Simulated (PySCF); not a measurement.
Bond stretch in BeH, doublet.

Levels: UHF/aug-cc-pVTZ (PySCF); ROHF/aug-cc-pVTZ (PySCF); ROKS-PBE0 = restricted open-shell PBE0/aug-cc-pVTZ (PySCF 2.14.0).

Magnitude of the dipole moment (D; its direction can reverse along the curve, and a method can change to another solution) and Mulliken charge of the fragment that holds Be1:

```json
[
 {"R / Å": "1.03", "μ UHF": "0.25", "q UHF": "-0.30", "μ ROHF": "0.25", "q ROHF": "-0.29", "μ ROKS-PBE0": "0.20", "q ROKS-PBE0": "-0.28"},
 {"R / Å": "1.07", "μ UHF": "0.20", "q UHF": "-0.26", "μ ROHF": "0.20", "q ROHF": "-0.26", "μ ROKS-PBE0": "0.16", "q ROKS-PBE0": "-0.25"},
 {"R / Å": "1.14", "μ UHF": "0.10", "q UHF": "-0.21", "μ ROHF": "0.09", "q ROHF": "-0.21", "μ ROKS-PBE0": "0.07", "q ROKS-PBE0": "-0.19"},
 {"R / Å": "1.23", "μ UHF": "0.06", "q UHF": "-0.15", "μ ROHF": "0.06", "q ROHF": "-0.15", "μ ROKS-PBE0": "0.07", "q ROKS-PBE0": "-0.13"},
 {"R / Å": "1.28", "μ UHF": "0.15", "q UHF": "-0.12", "μ ROHF": "0.16", "q ROHF": "-0.12", "μ ROKS-PBE0": "0.15", "q ROKS-PBE0": "-0.10"},
 {"R / Å": "1.32", "μ UHF": "0.23", "q UHF": "-0.10", "μ ROHF": "0.24", "q ROHF": "-0.09", "μ ROKS-PBE0": "0.22", "q ROKS-PBE0": "-0.07"},
 {"R / Å": "1.36", "μ UHF": "0.31", "q UHF": "-0.07", "μ ROHF": "0.32", "q ROHF": "-0.07", "μ ROKS-PBE0": "0.29", "q ROKS-PBE0": "-0.05"},
 {"R / Å": "1.40", "μ UHF": "0.39", "q UHF": "-0.05", "μ ROHF": "0.40", "q ROHF": "-0.05", "μ ROKS-PBE0": "0.36", "q ROKS-PBE0": "-0.02"},
 {"R / Å": "1.45", "μ UHF": "0.50", "q UHF": "-0.02", "μ ROHF": "0.51", "q ROHF": "-0.02", "μ ROKS-PBE0": "0.46", "q ROKS-PBE0": "0.00"},
 {"R / Å": "1.50", "μ UHF": "0.61", "q UHF": "0.01", "μ ROHF": "0.63", "q ROHF": "0.01", "μ ROKS-PBE0": "0.55", "q ROKS-PBE0": "0.03"},
 {"R / Å": "1.57", "μ UHF": "0.76", "q UHF": "0.05", "μ ROHF": "0.79", "q ROHF": "0.05", "μ ROKS-PBE0": "0.69", "q ROKS-PBE0": "0.07"},
 {"R / Å": "1.70", "μ UHF": "1.05", "q UHF": "0.11", "μ ROHF": "1.12", "q ROHF": "0.11", "μ ROKS-PBE0": "0.96", "q ROKS-PBE0": "0.13"},
 {"R / Å": "1.85", "μ UHF": "1.30", "q UHF": "0.15", "μ ROHF": "1.51", "q ROHF": "0.18", "μ ROKS-PBE0": "1.26", "q ROKS-PBE0": "0.18"},
 {"R / Å": "2.03", "μ UHF": "1.31", "q UHF": "0.16", "μ ROHF": "2.01", "q ROHF": "0.23", "μ ROKS-PBE0": "1.60", "q ROKS-PBE0": "0.22"},
 {"R / Å": "2.23", "μ UHF": "1.02", "q UHF": "0.13", "μ ROHF": "2.56", "q ROHF": "0.28", "μ ROKS-PBE0": "1.81", "q ROKS-PBE0": "0.23"},
 {"R / Å": "2.45", "μ UHF": "0.67", "q UHF": "0.09", "μ ROHF": "—", "q ROHF": "—", "μ ROKS-PBE0": "0.88", "q ROKS-PBE0": "0.12"},
 {"R / Å": "2.70", "μ UHF": "0.39", "q UHF": "0.05", "μ ROHF": "—", "q ROHF": "—", "μ ROKS-PBE0": "0.33", "q ROKS-PBE0": "0.04"},
 {"R / Å": "2.98", "μ UHF": "0.19", "q UHF": "0.02", "μ ROHF": "—", "q ROHF": "—", "μ ROKS-PBE0": "0.09", "q ROKS-PBE0": "0.01"},
 {"R / Å": "3.32", "μ UHF": "0.08", "q UHF": "0.01", "μ ROHF": "—", "q ROHF": "—", "μ ROKS-PBE0": "0.01", "q ROKS-PBE0": "0.00"},
 {"R / Å": "3.65", "μ UHF": "0.04", "q UHF": "0.00", "μ ROHF": "—", "q ROHF": "—", "μ ROKS-PBE0": "0.01", "q ROKS-PBE0": "0.00"},
 {"R / Å": "4.06", "μ UHF": "0.01", "q UHF": "0.00", "μ ROHF": "—", "q ROHF": "—", "μ ROKS-PBE0": "0.00", "q ROKS-PBE0": "0.00"},
 {"R / Å": "4.77", "μ UHF": "0.00", "q UHF": "0.00", "μ ROHF": "—", "q ROHF": "—", "μ ROKS-PBE0": "0.00", "q ROKS-PBE0": "0.00"},
 {"R / Å": "5.39", "μ UHF": "0.00", "q UHF": "0.00", "μ ROHF": "—", "q ROHF": "—", "μ ROKS-PBE0": "0.00", "q ROKS-PBE0": "0.00"}
]
```

A dash means that the run gave no value there, or that the column was ended at a point which the program doubted or which failed a test of continuity chosen for this set; such a test can also cut sound points.

The unrestricted determinant behind UHF is spin-contaminated at 2.03 to 5.39 Å (<S²> up to 1.0, against 0.75 for a pure doublet).
